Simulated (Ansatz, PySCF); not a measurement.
System: dimethylsulfoxide, C2H6OS, net charge 0, singlet state. SMILES: O=S(C)C
Geometry: optimised at B3LYP-D3(BJ)/def2-TZVP (Ansatz, an electronic-structure program).

Quantity: atomisation energy, in kcal/mol. Conventions: 6-311+G** with 5d, 6d on Na to Ar in Ansatz; 6-31G* and kin with 6d, 5d where marked; atomisation electronic, to ground-state atoms; dispersion terms only where a functional's name holds one; non-relativistic; UHF or UKS for open shells; no spin-orbit coupling; valence correlation only. Basis-set limits of correlation are two-point, X^-3; Hartree-Fock from the larger set. [CCSD(T)-MP2]/basis is that difference in the basis named. Ab initio and DFT rows: single points at B3LYP-D3(BJ) geometries (Ansatz).

Coupled cluster (Ansatz) is a level with limits of its own, used here on species with T1 under 0.025 (0.045 for open shells) and stable references: RI-MP2/CBS(cc-pV(T+d)Z,cc-pV(Q+d)Z)+[CCSD(T)-MP2]/cc-pV(T+d)Z.

Value to compare with, RI-MP2/CBS(cc-pV(T+d)Z,cc-pV(Q+d)Z)+[CCSD(T)-MP2]/cc-pV(T+d)Z (Ansatz): 855.9 kcal/mol.

| level | program | atomisation energy (kcal/mol) | difference |
|---|---|---|---|
| HF/6-31G* | Ansatz | 580.8 | -275.1 |
| PBE/6-311+G** | Ansatz | 853.1 | -2.8 |
| BP86/6-31G* (5d) | PySCF | 869.4 | 13.5 |
| B3LYP/6-31G | Ansatz | 749.3 | -106.6 |
| B3LYP/6-31G* | Ansatz | 832.2 | -23.7 |
| B3LYP/6-31+G* | Ansatz | 828.5 | -27.4 |
| B3LYP/def2-SVP | Ansatz | 830.6 | -25.3 |
| B3LYP/6-311+G** | Ansatz | 826.0 | -29.9 |
| MP2/3-21G | Ansatz | 643.3 | -212.6 |
| B3PW91/6-31G* (5d) | PySCF | 837.5 | -18.4 |
| r2SCAN-D4/def2-TZVPD | Ansatz + dftd4 | 859.7 | 3.8 |
| PBE0/def2-TZVPD | Ansatz | 853.9 | -2.0 |

Among the 10 habitual levels, HF/6-31G* lies farthest from RI-MP2/CBS(cc-pV(T+d)Z,cc-pV(Q+d)Z)+[CCSD(T)-MP2]/cc-pV(T+d)Z (Ansatz) (-275.1 kcal/mol) and PBE/6-311+G** nearest (-2.8); 1 of 10 lie above it, and their mean absolute difference is 73.5 kcal/mol, the median 26.4. One case shows no general order.

The levels are drawn from those run, B3LYP/6-31G* more often than the rest, none by its result; runs whose electronic state is in doubt are left out.
